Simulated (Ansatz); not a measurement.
System: diamond-structure Ge. Method: PBE-D4 in Ansatz (PAW).

Input:

Ansatz 0.2 input:
```yaml
crystal:
  lattice:
    - [0.0, 2.8280609654, 2.8280609654]
    - [2.8280609654, 0.0, 2.8280609654]
    - [2.8280609654, 2.8280609654, 0.0]
  atoms:
    - { symbol: Ge, position: [0.0, 0.0, 0.0] }
    - { symbol: Ge, position: [0.25, 0.25, 0.25] }
basis:
  ecutwfc: 520
  ecutrho_ratio: 4
  xc_grid: 2
kpoints:
  mp_grid: { grid: [10, 10, 10] }
hamiltonian:
  xc: pbe
  dispersion: d4
  pseudopotentials: { kind: paw }
scf:
  occupations: { method: fermi_dirac, width: 0.01 }
  convergence: { dr2_threshold: 0.0000000002 }
output:
  forces: true
  stress: true
  eigenvalues: true
```

Question: How many irreducible k-points, plane waves at Γ does the program set up, and what pressure does the run end with?

Answer: 47 irreducible k-points, 1243 plane waves at Γ; P = 1.36 GPa, so the cell is compressed on average and its volume would grow at this level.

Excerpt of the program's output:

```
Crystal: 2 atoms, lattice volume = 45.237 Å³
Basis set: ecut = 520 eV, 1243 PW (Γ), exchange–correlation on 60×60×60 points (8 copies of the dense FFT grid, shifted against one another)
Bands: 18, of which v1, the nominal top of the filled ones, is band 14 counted from 1 (13 counted from 0)
Symmetry: 48 space group operations
Space group: Fd-3m (ITA 227), of the structure as read, at distance tolerance 3.6e-5 Å
k-points: 47 of 1000
Functional: x = pbe(κ = 0.804, μ = 0.2195149727645171), c = pbe(β = 0.06672455060314922)
SCF iter   1: F=—  HF=-8590.593878 eV  |F-HF|=—  |Δ(HF+E_count)|=         —  Δρ=1.40e-3  dr2=8.65e-4
SCF iter   2: F=—  HF=-8590.593585 eV  |F-HF|=—  |Δ(HF+E_count)|=   2.93e-4  Δρ=7.28e-4  dr2=1.52e-4
  ...
SCF iter   6: F=—  HF=-8590.593616 eV  |F-HF|=—  |Δ(HF+E_count)|=   1.11e-8  Δρ=2.79e-6  dr2=1.63e-9
SCF iter   7: F=-8590.593616 eV  HF=-8590.593616 eV  |F-HF|=2.07e-10  |Δ(HF+E_count)|=   1.30e-9  Δρ=7.08e-7  dr2=9.78e-11
SCF 1 converged in 7 iterations: F = -8590.593616 eV  dr2 = 9.78e-11
SCF converged after 7 iterations
Free energy (F): -8590.593616 eV
Internal energy: -8590.593590 eV  (E = F + TS)
E sigma→0 (E₀):  -8590.593603 eV
Fermi energy:    8.613763 eV
--- Forces (eV/Å), atoms counted from 1 ---
  atom   1  Ge     0.00000000    -0.00000000     0.00000000
  atom   2  Ge    -0.00000000     0.00000000     0.00000000
--- Stress (GPa, compression-positive) ---
        1.361925       0.000000       0.000000
       -0.000000       1.361925      -0.000000
       -0.000000       0.000000       1.361925
  P = ⅓ Tr σ = 1.3619 GPa (13.619 kbar)
```

The cell is one volume of an energy–volume scan, off the minimum.

Ansatz is an electronic-structure program.
